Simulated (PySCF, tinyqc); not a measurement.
Ways to converge the cycle: SCF convergence aids in the sto-6g basis, for HF, spin multiplicity 1. Computed by the program tinyqc with PySCF. 

Geometry (angstrom):
```
atom,x,y,z
F,0.0000,0.0000,0.0000
H,0.0000,0.0000,1.4550
```

lowest restricted solution found by these runs and by PySCF = -99.359843 hartree

RHF with one setting changed at a time; a run stops when the energy changes by less than 1e-09 hartree and the error matrix is below 1e-5. The start is the Wolfsberg-Helmholz matrix. Damping d keeps d of the old density; a shift (hartree) raises the virtual levels; DIIS n extrapolates F over n matrices.

Largest element of the error matrix X^T (FDS - SDF) X:
```
iteration,plain,damping 0.3,damping 0.6,shift 0.4,DIIS 3,DIIS 8
1,3.9e-01,3.9e-01,3.9e-01,3.9e-01,3.9e-01,3.9e-01
2,1.6e-01,1.1e-01,2.6e-01,3.2e-01,1.6e-01,1.6e-01
3,3.7e-02,3.5e-02,1.6e-01,1.0e-01,8.1e-03,8.1e-03
4,8.3e-03,1.1e-02,9.0e-02,2.6e-02,5.0e-04,5.0e-04
5,1.9e-03,3.7e-03,5.2e-02,7.2e-03,2.2e-05,1.6e-05
6,4.3e-04,1.2e-03,3.0e-02,2.7e-03,2.8e-07,1.5e-07
8,2.2e-05,1.7e-04,1.1e-02,3.9e-04,-,-
10,-,3.2e-05,4.3e-03,5.4e-05,-,-
14,-,1.2e-06,6.3e-04,-,-,-
20,-,-,4.4e-05,-,-,-
30,-,-,9.1e-07,-,-,-
```

How each run ends:
```
run,iterations,E (hartree),state
plain,9,-99.35984,lowest found
damping 0.3,19,-99.35984,lowest found
damping 0.6,40,-99.35984,lowest found
shift 0.4,12,-99.35984,lowest found
DIIS 3,6,-99.35984,lowest found
DIIS 8,6,-99.35984,lowest found
```

6 of 6 runs reach the lowest restricted solution found, in 6 to 40 iterations (fastest: DIIS 3, DIIS 8). Plain steps already contract here, so damping only slows them. DIIS 3 and DIIS 8 gain by cancelling the error over several earlier matrices, much as a quasi-Newton step does. The restricted reference is unstable here: a spin-polarised solution lies 0.0459 hartree lower (PySCF), so results built on it describe a poor reference.
